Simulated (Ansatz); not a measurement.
Elastic constant C12 of some elemental metals

Method: r²SCAN in Ansatz (plane waves, PAW). References are measured values at low temperature. The table is a random draw of 10 from 16 solids with such references.

Values in GPa.

```tsv
solid	reference	r²SCAN	error (%)
bcc Ta	158¶	167	+5.7
fcc Pt	254	242	-4.7
hcp Be	27.6¶	18.6	-33
fcc Pd	176¶	170	-3.4
hcp Zn	34.8¶	45.0	+29
fcc Au	170¶	144	-15.3
hcp Os	228¶	237	+3.9
fcc Cu	125¶	143	+14.4
bcc W	205¶	202	-1.5
hcp Ti	87	89.1	+2.4
```

Over these 10 solids the mean error is -0.2 %, the mean absolute error 11.3 % (median 5.2 %), and the worst case hcp Be at -33 %; the value is too high in 5 of 10 cases. Over all 16, from unrounded values, the mean error is +0.8 % and the mean absolute error 8.8 % (median 4.3 %). Caveats on values not shown: shear constants of such metals converge slowly with the k mesh (1).

All these references are low-temperature values that still hold zero-point motion.

Spin–orbit coupling is left out, also for the solids with elements from indium on (bcc Ta, fcc Pt, fcc Au, hcp Os, bcc W); its size isn't shown.

¶ marks references of a special kind: bcc Ta, 158 GPa (measured, 0 K, extrapolated to 0 K; zero-point effects included; as tabulated in Wang et al. (2022), arXiv:2209.12322); hcp Be, 27.6 ± 0.8 GPa (measured, 0 K, extrapolated to 0 K; as tabulated in Elastic Constants of Single Crystal Beryllium, J. Appl. Phys., doi …); fcc Pd, 176 GPa (measured, 0 K, extrapolated to 0 K; zero-point effects included; as tabulated in Malica and Corso (2021), arXiv:2109.00459); hcp Zn, 34.8 GPa (measured, 0 K, extrapolated to 0 K; zero-point effects included; as tabulated in Galib et al. (2023), arXiv:2209.08184); fcc Au, 170 GPa (measured, 0 K, extrapolated to 0 K; zero-point effects included; as tabulated in Malica and Corso (2021), arXiv:2109.00459); hcp Os, 228 GPa (measured, 0 K, extrapolated to 0 K (read from the set's bulk modulus against, 405 at 300 K); as tabulated in Liu et al. (2023), arXiv:2002.00005); fcc Cu, 125 GPa (measured, 0 K, extrapolated to 0 K; zero-point effects included; as tabulated in Malica and Corso (2021), arXiv:2109.00459); bcc W, 205 GPa (measured, 0 K, extrapolated to 0 K; zero-point effects included; as tabulated in Wang et al. (2022), arXiv:2209.12322).

Differences are worked out from the printed values.

Each level is taken at its own relaxed cell. Caveats: shear constants of such metals converge slowly with the k mesh (bcc Ta, bcc W). Ansatz's density-functional and Hartree–Fock values are scalar-relativistic unless marked +SOC, with PAW data made under PBE.

Ansatz's runs of these crystals have no spin polarisation. Meta-GGAs and exact exchange favour moments, which can bear on fcc Pt, fcc Pd, hcp Ti.

Not in this set, of the elemental metals with a reference value in our tables and a result at some level: 12 for a reference at room or unstated temperature; 3 for a run that failed a test (r²SCAN); 2 for a doubt noted on the run at r²SCAN; 1 for sources at odds. These can be a level's best or worst cases. Solids without a released value at any level aren't counted. L1₀ solids are left out, as their cells have other axes than the references. Layered and molecular crystals are counted apart. The metals Ce to Yb are counted apart.

References as tabulated in Malica and Corso (2021), arXiv:2109.00459; Wang et al. (2022), arXiv:2209.12322; Li et al. (2021), arXiv:2102.01972; Elastic Constants of Single Crystal Beryllium, J. Appl. Phys., doi … and others.

Ansatz is a quantum-chemistry and plane-wave program.
